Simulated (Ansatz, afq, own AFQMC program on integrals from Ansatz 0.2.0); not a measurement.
NaC, quartet: a scan with AFQMC

```yaml
atoms:
  - { symbol: C, position_ang: [0.0000, 0.0000, 0.0000] }
  - { symbol: Na, position_ang: [0.0000, 0.0000, 2.2288] }
```

The C1–Na2 distance is changed with both sides rigid. Energies in eV count from this geometry (2.229 Å) at the same level; the start stands on UHF, each point on the determinant named.

Basis cc-pVDZ. Noble-gas cores (and the filled d shells of Ga–Kr and In–Xe) are frozen. AFQMC by an in-house program on the Cholesky factors that Ansatz 0.2.0 writes for its CCSD(T) run. The CISD trial takes its coefficients from CCSD amplitudes. Released means that phaseless walkers are propagated on without the constraint, phases kept. Uncertainties: one standard error, sampling alone.

Cautions, each for one point or more: lower spins were not checked; strong correlation; the ph-AFQMC/CISD walk drifts between its halves.

| r(C1–Na2) / Å | det. | T1 | weight | ⟨S²⟩ | CCSD(T) | ph-AFQMC/CISD | released AFQMC | FCI | CCSDT(Q) | r2SCAN | B3LYP |
| --- | --- | --- | --- | --- | --- | --- | --- | --- | --- | --- | --- |
| 2.033 | UHF | 0.022 | 0.95 | 3.76 | 0.194 | 0.192 ± 0.004 | 0.193 ± 0.002 | 0.195 | 0.195 | 0.162 | 0.149 |
| 3.025 | UHF | 0.026 | 0.94 | 3.76 | 0.696 | 0.708 ± 0.004 | – | 0.689 | 0.689 | 0.669 | 0.627 |
| 4.205 | UHF | 0.053 | 0.92 | 3.76 | 1.567 | 1.572 ± 0.003 | 1.572 ± 0.002 | 1.570 | 1.570 | 1.515 | 1.360 |
| 6.116 | UHF | 0.007 | 0.95 | 3.76 | 1.677 | 1.677 ± 0.003 | 1.684 ± 0.002 | 1.684 | 1.684 | 1.893 | 1.681 |

Weight is that of the determinant in the CISD state; at the start T1 is 0.024 and the weight 0.94, and ⟨S²⟩ is 3.76. A dash marks a missing value, a released energy that hasn't settled or a functional that sits on another state. Largest departures from full CI: CCSD(T) -0.008 eV at 6.116 (on UHF), ph-AFQMC/CISD 0.018 eV at 3.025 (on UHF), released AFQMC -0.002 eV at 2.033 (on UHF) (within the noise), CCSDT(Q) 0.000 eV at 6.116 (on UHF), r2SCAN 0.208 eV at 6.116, B3LYP -0.211 eV at 4.205. Functionals count only at points shown to share the start's state and spin. In this small basis the wave-function levels are far from their limit, so their gap to the functionals isn't the functionals' error.

Some points may be missing: those where a free walk finds a much lower state, and past Zn most of those on another determinant than at the start.

CCSDT and higher add their correlation energy to the determinant of the CCSD(T) run, since their own runs factorise the integrals more tightly (a shift of under 2 meV). A walk keeps the symmetry of its determinant, which the program's search chose and which needn't be the lowest solution, so a lower state of the same spin and another symmetry isn't excluded. Released energies are given only where the last usable release times agree within the noise; a slower fall can still hide under it.
